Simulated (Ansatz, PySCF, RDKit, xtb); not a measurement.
**CH3MgN: from the formula to a structure**

Task: start from the formula CH3MgN, draw up candidate structures, narrow them down in stages, and characterise the one that lies lowest at 298.15 K.

Plan: many cheap relaxations first (GFN2-xTB), then density-functional screening, relaxation at PBE0-D4/def2-TZVP, vibrations and a final energy. The numbers are computed, not measured.

7 further runs of the same task are left out: 1 that didn't finish, 6 set aside as unsound or not needed.

## 1. Drawing up candidates

All bonding patterns within simple valence rules are listed by program: one Lewis structure each, at most two rings and one unusual centre or charged pair. O–O, O–halogen and N–halogen bonds and N–N–N chains are not drawn. That gives 10 candidates.

```tsv
label	SMILES	spin
c177	[NH2+]=[C-][MgH]	singlet
c234	[CH-]=[NH+][MgH]	singlet
c253	[CH][Mg][NH2]	singlet
c377	[CH2]1[NH][Mg]1	singlet
c391	C#[N+][MgH2-]	singlet
c532	[CH-]1[NH2+][Mg]1	singlet
c658	[CH]1=[NH+][MgH-]1	singlet
c693	N=[CH][MgH]	singlet
c717	[CH][Mg][NH2]	triplet
c888	C=[N][MgH]	singlet
```

Candidates are built by distance geometry, with a force field where one applies, in up to four conformers (letters a to d). 6 starts with atoms placed at random are added, to find patterns that the rules miss.

**Question.** With final energies at CCSD(T)/def2-TZVPP, which structure will this search put lowest in free energy, and by what margin?

| quantity | value |
| --- | --- |
| lowest structure found | C=[N][MgH], singlet, C2v |
| next finalist | [CH2][NH].[Mg] ‡, singlet, 4.0 kcal/mol higher in G |
| share at equilibrium, among the finalists | 99.9 % |
| harmonic wavenumbers, lowest and highest (PBE0-D4/def2-TZVP) | 98 and 2918 cm⁻¹ |
| rotational constants, same geometry | 9.747, 0.1593, 0.1567 cm⁻¹ |
| dipole moment (PBE0/def2-TZVPD) | 0.54 D |
| HOMO energy (PBE0/def2-TZVPD) | -5.63 eV |
| LUMO energy (PBE0/def2-TZVPD) | -0.78 eV |
| HOMO–LUMO gap (PBE0/def2-TZVPD) | 4.85 eV |
| lowest excitation (TD-B3LYP/def2-SVPD) | 2.96 eV (f = 0.000) |
| strongest of the states computed, same level | 4.44 eV (f = 0.117) |
| lowest triplet excitation, same level, Tamm-Dancoff | 2.56 eV |
| vertical ionisation energy | 7.82 eV |
| vertical electron affinity | -0.41 eV (unbound: the value depends on the basis) |
| vertical triplet less singlet | +2.42 eV |

The search ends on `C=[N][MgH]`. The margin of 4.0 kcal/mol over the next finalist is beyond the usual error of the last level; it says nothing of structures that weren't ranked. PBE0-D4/def2-TZVP, HF/def2-TZVPP and MP2/def2-TZVPP already put its bonding pattern lowest among the structures in one piece. Lowest found is not proven lowest: the search is finite, and each finalist counts with one conformer. Patterns outside the rules of the enumeration were met only by chance. Bonds to the alkali or alkaline-earth atom are largely ionic, and its place along soft bends is ill-defined.

‡ marks the bonded skeleton alone, with all bonds drawn single: no Lewis structure was assigned that passes a check against the bond lengths.
